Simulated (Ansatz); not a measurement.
Geometry optimisation, RKS BHLYP-D4/def2-SVP (Ansatz).

Input:

```yaml
crystal:
  periodic: [false, false, false]
  atoms:
    - { symbol: Al, position_ang: [0.02031, -0.186518, 0.159759] }
    - { symbol: "N", position_ang: [0.014539, -0.16429, 2.029123] }
    - { symbol: H, position_ang: [-0.780336, -0.443197, 2.582515] }
    - { symbol: H, position_ang: [0.855463, -0.242727, 2.579672] }
    - { symbol: H, position_ang: [1.41885, -0.091412, -0.538024] }
    - { symbol: H, position_ang: [-1.364673, -0.380549, -0.544311] }
    - { symbol: Cl, position_ang: [-0.381827, 3.107814, 1.016291] }
    - { symbol: H, position_ang: [-0.268826, 2.06038, 1.828975] }
basis:
  gaussian: { orbitals: def2-SVP }
hamiltonian:
  xc: { name: BHLYP }
  dispersion: d4
relax:
  f_tol: 0.03
  max_steps: 50
```

Run as:

```bash
$ ansatz run input.yaml --threads 1 --pin off --max-ram 2048MiB --backend cpu --events-out ev --progress --plain --runs-dir out
```

Q: Where does it end, and by what steps?

A: It converged. After 12 steps the energy has fallen by 2.128 eV; H8 moved furthest, 1.20 Å. Parted: Cl7–H8 (1.33 → 2.84 Å). Joined: Al1–Cl7 (3.43 → 2.16 Å), N2–H8 (2.25 → 1.02 Å).

```tsv
step	energy less start (eV)	largest force component (eV/Å)	accepted
0	0.0000	1.623	yes
1	-0.1339	0.489	yes
2	-0.1396	0.669	yes
3	-0.1773	0.455	yes
4	-0.1967	0.410	yes
5	-0.4212	1.656	yes
6	-1.0191	2.025	yes
7	-1.6990	1.489	yes
8	-1.8993	0.917	yes
9	-2.0585	1.425	yes
10	-2.1218	0.637	yes
11	-2.1149	0.313	no
12	-2.1283	0.012	yes
```

```xyz
8
Properties=species:S:1:pos:R:3
Al -0.067 0.518 0.081
N -0.031 0.208 2.113
H -0.788 -0.387 2.434
H 0.841 -0.196 2.434
H 1.376 0.037 -0.343
H -1.355 -0.292 -0.346
Cl -0.325 2.657 0.182
H -0.137 1.114 2.558
```

Whether the end is a true minimum wasn't checked by a vibrational analysis.

The run took 37 s on 1 thread of Arm Neoverse V2, on a shared host, peak memory 0.16 GiB.
